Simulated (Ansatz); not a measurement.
**NH$_{3}$, singlet: reading a ladder of total energies**

Geometry: MP2(full)/6-31G*, from the G2/97 set.

```xyz
4

N     0.0000    0.0000    0.0689
H     0.0000    0.9397   -0.3194
H     0.8138   -0.4699   -0.3194
H    -0.8138   -0.4699   -0.3194
```

Basis cc-pVDZ; Ansatz 0.2.0. Correlated methods freeze the noble-gas cores, which leaves 8 electrons in 28 orbitals. R marks a restricted (for open shells ROHF) determinant.

Full CI is exact within this basis and frozen core; it isn't the basis-set limit.

Runs differ by some tens of microhartree through their thresholds, so steps under 0.03 kcal/mol mean nothing.

```tsv
level	total energy (hartree)
RHF	-56.195485
RMP2	-56.382152
RCCSD	-56.398425
RCCSD(T)	-56.402254
RCCSDT	-56.402525
RCCSDT(Q)	-56.402863
RCCSDTQ	-56.402847
full CI	-56.402868
```

Q: What is the correlation energy at full CI, and what share of it do RMP2 and RCCSD recover?

A: E(corr) = -56.402868 − (-56.195485) = -0.207383 hartree = -5.643 eV. RMP2: -0.186667 / -0.207383 = 90.01 %. RCCSD: -0.202940 / -0.207383 = 97.86 %.

Q: By how many kcal/mol does RCCSD(T) miss full CI (1 hartree = 627.509 kcal/mol), and which steps make up the rest?

A: -56.402254 − (-56.402868) = 0.000614 hartree = 0.39 kcal/mol. Steps: RCCSDT − RCCSD(T) = -0.17, RCCSDT(Q) − RCCSDT = -0.21, RCCSDTQ − RCCSDT(Q) = 0.01, full CI − RCCSDTQ = -0.01 kcal/mol. That is within 1 kcal/mol of the reference in this basis, which itself misses far more of the correlation at the basis-set limit.
